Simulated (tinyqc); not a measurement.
Inside a calculation. Method: RHF in the sto-6g basis, for H2O, spin multiplicity 1. One step of it, computed by the program tinyqc.

Task: Iteration 2: building the Fock matrix. J_ij = sum D_kl (ij|kl), K_ij = sum D_kl (ik|jl); F = H + J - 0.5 K; E = tr D H + tr D J / 2 - 0.25 tr D K + E_nn.

D after iteration 1, lower triangle:
```
            1O 1s      1O 2s    1O 2px     1O 2py    1O 2pz      2H 1s     3H 1s
1O 1s    2.114093
1O 2s   -0.510875   2.375959
1O 2px   0.000000   0.000000  2.000000
1O 2py   0.000000   0.000000  0.000000   1.000141
1O 2pz   0.057925  -0.393250  0.000000   0.000000  1.204176
2H 1s    0.025762  -0.266387  0.000000   0.383472  0.356665   0.661162
3H 1s    0.025762  -0.266387  0.000000  -0.383472  0.356665  -0.159230  0.661162
```

core Hamiltonian H = T + V (hartree), lower triangle:
```
             1O 1s      1O 2s     1O 2px     1O 2py     1O 2pz      2H 1s      3H 1s
1O 1s   -33.059725
1O 2s    -7.308177  -9.269235
1O 2px    0.000000   0.000000  -7.492634
1O 2py    0.000000   0.000000   0.000000  -7.628250
1O 2pz   -0.023795  -0.262752   0.000000   0.000000  -7.619541
2H 1s    -1.845464  -3.876860   0.000000  -1.884440  -1.923092  -5.196977
3H 1s    -1.845464  -3.876860   0.000000   1.884440  -1.923092  -2.009045  -5.196977
```

Two-electron integrals (ij|kl) in chemists' order, unique and non-zero (hartree):
```
(11|11) 4.787491    (21|11) 0.675884    (21|21) 0.121505    (22|11) 1.117379
(22|21) 0.249212    (22|22) 0.817383    (31|31) 0.025762    (32|31) 0.039145
(32|32) 0.180664    (33|11) 1.117381    (33|21) 0.249212    (33|22) 0.817382
(33|33) 0.880663    (41|41) 0.025762    (42|41) 0.039145    (42|42) 0.180664
(43|43) 0.047461    (44|11) 1.117381    (44|21) 0.249212    (44|22) 0.817382
(44|33) 0.785741    (44|44) 0.880663    (51|51) 0.025762    (52|51) 0.039145
(52|52) 0.180664    (53|53) 0.047461    (54|54) 0.047461    (55|11) 1.117381
(55|21) 0.249212    (55|22) 0.817382    (55|33) 0.785741    (55|44) 0.785741
(55|55) 0.880663    (61|11) 0.181020    (61|21) 0.031174    (61|22) 0.062482
(61|33) 0.062345    (61|41) 0.001091    (61|42) 0.002126    (61|44) 0.062557
(61|51) 0.001056    (61|52) 0.002056    (61|54) 0.000204    (61|55) 0.062543
(61|61) 0.008153    (62|11) 0.417221    (62|21) 0.094244    (62|22) 0.339434
(62|33) 0.333974    (62|41) 0.005384    (62|42) 0.038768    (62|44) 0.342436
(62|51) 0.005208    (62|52) 0.037502    (62|54) 0.008185    (62|55) 0.341892
(62|61) 0.024273    (62|62) 0.171349    (63|31) 0.010761    (63|32) 0.059585
(63|43) 0.008102    (63|53) 0.007837    (63|63) 0.025013    (64|11) 0.208669
(64|21) 0.047828    (64|22) 0.183741    (64|33) 0.175335    (64|41) 0.013202
(64|42) 0.079709    (64|44) 0.196195    (64|51) 0.002361    (64|52) 0.019466
(64|54) 0.012341    (64|55) 0.179692    (64|61) 0.012920    (64|62) 0.112818
(64|64) 0.098613    (65|11) 0.201858    (65|21) 0.046267    (65|22) 0.177744
(65|33) 0.169612    (65|41) 0.002361    (65|42) 0.019466    (65|44) 0.174116
(65|51) 0.013045    (65|52) 0.078416    (65|54) 0.012459    (65|55) 0.189502
(65|61) 0.012498    (65|62) 0.109135    (65|64) 0.071198    (65|65) 0.093887
(66|11) 0.541220    (66|21) 0.124505    (66|22) 0.510207    (66|33) 0.489572
(66|41) 0.009730    (66|42) 0.093882    (66|44) 0.521551    (66|51) 0.009412
(66|52) 0.090818    (66|54) 0.030936    (66|55) 0.519498    (66|61) 0.032452
(66|62) 0.317554    (66|64) 0.239135    (66|65) 0.231330    (66|66) 0.774999
(71|11) 0.181020    (71|21) 0.031174    (71|22) 0.062482    (71|33) 0.062345
(71|41) -0.001091   (71|42) -0.002126   (71|44) 0.062557    (71|51) 0.001056
(71|52) 0.002056    (71|54) -0.000204   (71|55) 0.062543    (71|61) 0.008052
(71|62) 0.023598    (71|64) 0.011358    (71|65) 0.012142    (71|66) 0.031141
(71|71) 0.008153    (72|11) 0.417221    (72|21) 0.094244    (72|22) 0.339434
(72|33) 0.333974    (72|41) -0.005384   (72|42) -0.038768   (72|44) 0.342436
(72|51) 0.005208    (72|52) 0.037502    (72|54) -0.008185   (72|55) 0.341892
(72|61) 0.023598    (72|62) 0.144877    (72|64) 0.064817    (72|65) 0.089995
(72|66) 0.227397    (72|71) 0.024273    (72|72) 0.171349    (73|31) 0.010761
(73|32) 0.059585    (73|43) -0.008102   (73|53) 0.007837    (73|63) 0.020673
(73|73) 0.025013    (74|11) -0.208669   (74|21) -0.047828   (74|22) -0.183741
(74|33) -0.175335   (74|41) 0.013202    (74|42) 0.079709    (74|44) -0.196195
(74|51) -0.002361   (74|52) -0.019466   (74|54) 0.012341    (74|55) -0.179692
(74|61) -0.011358   (74|62) -0.064817   (74|64) -0.008536   (74|65) -0.039256
(74|66) -0.087323   (74|71) -0.012920   (74|72) -0.112818   (74|74) 0.098613
(75|11) 0.201858    (75|21) 0.046267    (75|22) 0.177744    (75|33) 0.169612
(75|41) -0.002361   (75|42) -0.019466   (75|44) 0.174116    (75|51) 0.013045
(75|52) 0.078416    (75|54) -0.012459   (75|55) 0.189502    (75|61) 0.012142
(75|62) 0.089995    (75|64) 0.039256    (75|65) 0.075766    (75|66) 0.155975
(75|71) 0.012498    (75|72) 0.109135    (75|74) -0.071198   (75|75) 0.093887
(76|11) 0.198963    (76|21) 0.045442    (76|22) 0.177974    (76|33) 0.173465
(76|44) 0.176284    (76|51) 0.003924    (76|52) 0.033662    (76|55) 0.184174
(76|61) 0.011628    (76|62) 0.091515    (76|64) 0.051492    (76|65) 0.065548
(76|66) 0.178159    (76|71) 0.011628    (76|72) 0.091515    (76|74) -0.051492
(76|75) 0.065548    (76|76) 0.059406    (77|11) 0.541220    (77|21) 0.124505
(77|22) 0.510207    (77|33) 0.489572    (77|41) -0.009730   (77|42) -0.093882
(77|44) 0.521551    (77|51) 0.009412    (77|52) 0.090818    (77|54) -0.030936
(77|55) 0.519498    (77|61) 0.031141    (77|62) 0.227397    (77|64) 0.087323
(77|65) 0.155975    (77|66) 0.379757    (77|71) 0.032452    (77|72) 0.317554
(77|74) -0.239135   (77|75) 0.231330    (77|76) 0.178159    (77|77) 0.774999
```

nuclear repulsion = 9.42142271 hartree

Give: Coulomb J; exchange K; Fock matrix F; total energy of this density.

Result:

Coulomb J (hartree), lower triangle:
```
          1O 1s   1O 2s  1O 2px   1O 2py  1O 2pz   2H 1s   3H 1s
1O 1s   17.6177
1O 2s    3.1369  8.2844
1O 2px   0.0000  0.0000  8.2966
1O 2py   0.0000  0.0000  0.0000   8.2726
1O 2pz   0.0002  0.0738  0.0000   0.0000  8.2839
2H 1s    0.8102  3.4289  0.0000   1.8441  1.8193  5.2315
3H 1s    0.8102  3.4289  0.0000  -1.8441  1.8193  1.8089  5.2315
```

exchange K (hartree), lower triangle:
```
         1O 1s    1O 2s  1O 2px   1O 2py  1O 2pz   2H 1s   3H 1s
1O 1s   9.8245
1O 2s   1.5278   2.6453
1O 2px  0.0000   0.0000  2.2974
1O 2py  0.0000   0.0000  0.0000   1.8447
1O 2pz  0.0061  -0.0511  0.0000   0.0000  1.9539
2H 1s   0.4212   1.1314  0.0000   0.5955  0.5943  1.2118
3H 1s   0.4212   1.1314  0.0000  -0.5955  0.5943  0.5203  1.2118
```

Fock matrix F (hartree), lower triangle:
```
           1O 1s    1O 2s   1O 2px   1O 2py   1O 2pz    2H 1s    3H 1s
1O 1s   -20.3542
1O 2s    -4.9351  -2.3075
1O 2px    0.0000   0.0000  -0.3447
1O 2py    0.0000   0.0000   0.0000  -0.2780
1O 2pz   -0.0266  -0.1634   0.0000   0.0000  -0.3126
2H 1s    -1.2458  -1.0136   0.0000  -0.3381  -0.4010  -0.5714
3H 1s    -1.2458  -1.0136   0.0000   0.3381  -0.4010  -0.4603  -0.5714
```

total energy of this density = -75.276642 hartree

This density is a damped mixture and is not idempotent.
